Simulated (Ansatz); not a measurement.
Mulliken charges of C₂H₃ClO₂, SMILES `OC(O)=CCl` from ωB97M-V/def2-TZVPP in Ansatz (PBE0-D4/def2-TZVP geometry).

```tsv
atom	x (Å)	y (Å)	z (Å)	charge (e)
O1	-1.474	0.489	-0.508	-0.275
C2	-0.228	0.165	-0.148	0.292
O3	0.685	1.031	-0.609	-0.287
C4	0.036	-0.915	0.591	-0.139
Cl5	1.671	-1.270	1.016	-0.105
H6	-1.431	1.297	-1.031	0.201
H7	1.557	0.735	-0.311	0.201
H8	-0.724	-1.590	0.944	0.111
```

**Question.** By hand: the dipole of these point charges (1 e Å = 4.8032 D).

**Answer.** Σ q r = (-0.093, 0.110, -0.083) e Å, of length 0.166 e Å = 0.80 D.

**Question.** How does the dipole of the full density compare? (Estimate.)

**Answer.** Ansatz gave: (-0.012, 0.265, -0.174) e Å, 1.52 D; the point charges give 0.53 times that, at 32° from its direction.

Point charges leave out the atoms' own dipoles, such as those of lone pairs, and Mulliken's split depends on the basis, so the two needn't agree.
